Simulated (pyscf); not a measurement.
Routes from HO–B(F)–F + HCl

Candidate steps break at most two bonds and form at most two. Each was searched with GFN2-xTB (tblite) first. Optimised with ωB97X-D3(BJ)/def2-SVP in PySCF. MP2 and CC: frozen core, UHF for open shells. ΔMP2 is the change of the MP2 total energy from the triple- to the quadruple-zeta basis. Energies: CCSD(T)/def2-TZVPP + ΔMP2(QZVPP), kcal/mol, from the separated reactants, singlet surface; ΔG‡ with ideal gas, 1 atm, RRHO with modes under 100 cm⁻¹ raised to 100, one conformer, R ln 2 for chiral ones without a mode under 150 cm⁻¹.

```
products                         type    ΔE‡      ΔE  ΔG‡ 298 K  ΔG‡ 900 K  ν‡ (cm⁻¹)
---------------  --------------------  -----  ------  ---------  ---------  ---------
H₂O + F–B(F)–Cl  four-centre exchange   23.2   +12.9       32.2       52.7      1108i
HO–B(F)–Cl + HF  four-centre exchange   34.0   +14.8       42.7       62.7       842i
HO–B(F)–F + HCl  four-centre exchange   37.5     0.0       45.9       65.7      1419i
HO–BH–F + F–Cl   four-centre exchange  147.0  +104.9      155.7      175.5      1033i
```

Row 1: On the product side the descent ends in an adduct with a B–O contact, 10.0 kcal/mol under the separated species and 18.1 kcal/mol under the saddle at ωB97X-D3(BJ)/def2-TZVP. 

Plain bond fissions and candidates not yet searched are not listed, and one of them may be faster. Each barrier is that of the saddle found; lower ones may exist. A restricted solution here is unstable towards spin polarisation, so biradical character is likely and single-reference numbers are less safe. The CCSD(T) − MP2 part came from Ansatz, without density fitting, on the same reference. The largest closed-shell T1 diagnostic is 0.034, which may signal static correlation.
